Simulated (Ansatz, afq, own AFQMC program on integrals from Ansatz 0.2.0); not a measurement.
BHO, singlet → BHO⁺, doublet

```xyz
3

B     0.0000    0.0000    0.0084
O     0.0000    0.0000   -1.1895
H     0.0000    0.0000    1.1811
```

Connectivity, by distances: BH–O.

E(doublet, charge +1) − E(singlet, charge +0) at this geometry, on RHF and UHF determinants.

Basis cc-pVTZ. Noble-gas cores (and the filled d shells of Ga–Kr and In–Xe) are frozen. Ansatz 0.2.0 and our own AFQMC program on the same integrals; the CISD trial comes from CCSD amplitudes, and released means the phaseless constraint is let go. Free projection: walkers drawn from exp(T), propagated without any constraint. Its projection time is finite, and what remains of the start isn't in its error. Uncertainties: one standard error, sampling alone. The errors of all members are added in quadrature.

No full CI on the walks' own integrals is used here; CCSDT(Q) serves as the reference and is uncertain by about the last step of the cluster series. Each member takes its own surest rung, up to full CI.

Errors are counted within cc-pVTZ, not against nature.

Cautions: BHO⁺ (doublet): the ph-AFQMC/HF walk drifts between its halves (2.0 errors).

| level | vertical ionization energy (kJ/mol) |
| --- | --- |
| HF | 1111.0 |
| MP2 | 1338.3 |

(1) From these cheaper values, estimate the vertical ionization energy at the reference level in cc-pVTZ.

(1) 1310.7 kJ/mol (CCSDT(Q) in cc-pVTZ).

```csv
level,vertical ionization energy (kJ/mol),error against CCSDT(Q) (kJ/mol)
CCSD,1292.4,-18.3
CCSD(T),1310.1,-0.6
CCSDT,1308.9,-1.8
ph-AFQMC/HF,1326.8 ± 3.4,16.2 ± 3.4
ph-AFQMC/CISD,1311.3 ± 0.7,0.7 ± 0.7
released AFQMC,1310.7 ± 0.7,0.1 ± 0.7
free AFQMC,1309.1 ± 1.3,-1.6 ± 1.3
```

Correlation beyond CCSD(T) adds 0.6 kJ/mol. The perturbative (T) step is worth +17.7 kJ/mol.

Free projections are given only where their last times agree within the noise and don't stop above the reference; a slow remainder of the start can still hide under it. A walk keeps the symmetry of its determinant, which the program's search chose and which needn't be the lowest solution, so a lower state of the same spin and another symmetry isn't excluded. Released energies are given only where the last usable release times agree within the noise; a slower fall can still hide under it.
